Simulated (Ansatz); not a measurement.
Input for Ansatz (development build ahead of 0.2.0):

```yaml
crystal:
  periodic: [false, false, false]
  atoms:
    - { symbol: Si, position_ang: [0.0, 0.0, 0.0] }
    - { symbol: O, position_ang: [0.0, 0.0, 1.44305] }
basis:
  gaussian: { orbitals: def2-SVP }
total_charge: 1
magnetization:
  initial_magnetization: 1
hamiltonian:
  xc: hf
correlation:
  method: mp2
  frozen_orbitals: { O: 1, Si: 5 }
```

The input is written out in the form of the current development build from the run's settings. Correlation on restricted open-shell orbitals is semicanonical, with singles.

The run gave:

- Converged: yes
- Reference energy: -363.23996 hartree
- Correlation energy: -0.19199 hartree
- Total energy: -363.43195 hartree
- Spin squared of the determinant: 0.750
- Stability test: minimum among restricted orbitals
- Occupied orbitals by symmetry in an Abelian subgroup (alpha; beta): 7 A1 2 B1 2 B2; 7 A1 2 B1 1 B2

Messages of the program:
```
mean field -9884.26282667 eV, -363.2399590861 hartree, gradient 2.1e-6 eV, S^2 0.750000; 9 other ends of a descent, 0 dependent functions left out
```

Caution: MP2 on this radical cation hangs on the determinant chosen; a plain start can end on a higher determinant; another reference gives a lower total.
